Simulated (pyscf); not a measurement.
•H₂Si–Cl + NH₃ → H₂N–SiH₂• + HCl (four-centre exchange; doublet surface; Cl–Si, H–N broken, N–Si, Cl–H formed). PySCF, gas phase, ωB97X-D3(BJ)/def2-SVP geometries. Correlated levels are frozen-core, on RHF or UHF. ΔMP2 is the change of the MP2 total energy from the triple- to the quadruple-zeta basis. Energies in eV from the separated reactants.

```json
[
 {"level": "ωB97X-D3(BJ)/def2-TZVP", "barrier": "0.57", "reaction energy": "+0.53"},
 {"level": "B3LYP-D3(BJ)/def2-TZVP", "barrier": "0.48", "reaction energy": "+0.47"},
 {"level": "PBE0-D3(BJ)/def2-TZVP", "barrier": "0.44", "reaction energy": "+0.51"},
 {"level": "M06-2X/def2-TZVP", "barrier": "0.48", "reaction energy": "+0.50"},
 {"level": "HF/def2-TZVP", "barrier": "1.10", "reaction energy": "+0.52"},
 {"level": "CCSD/def2-TZVPP", "barrier": "0.74", "reaction energy": "+0.46"},
 {"level": "CCSD(T)/def2-TZVPP + ΔMP2(QZVPP)", "barrier": "0.65", "reaction energy": "+0.47"}
]
```

Of the functionals in the table, ωB97X-D3(BJ) is closest to CCSD(T)/def2-TZVPP + ΔMP2(QZVPP) in the barrier (0.08 eV apart) and PBE0-D3(BJ) least close (0.21 eV); that level has limits of its own. On the reactant side the descent ends in an adduct with a N–Si contact, 0.06 eV under the separated species and 0.63 eV under the saddle at ωB97X-D3(BJ)/def2-TZVP. On the product side the descent ends in a complex, 0.19 eV under the separated species and 0.23 eV under the saddle at ωB97X-D3(BJ)/def2-TZVP. At PBE0-D3(BJ), M06-2X the saddle lies under the separated products, which points to a path from their complex (located at ωB97X-D3(BJ) alone), and parting the products costs more than the saddle. What is counted as formed (N–Si) is already present as a longer contact in the reactant adduct; forming that adduct is a step of its own. One saddle was located; it need not be the lowest between these sides. The CCSD(T) − MP2 part came from Ansatz, without density fitting, on the same reference.
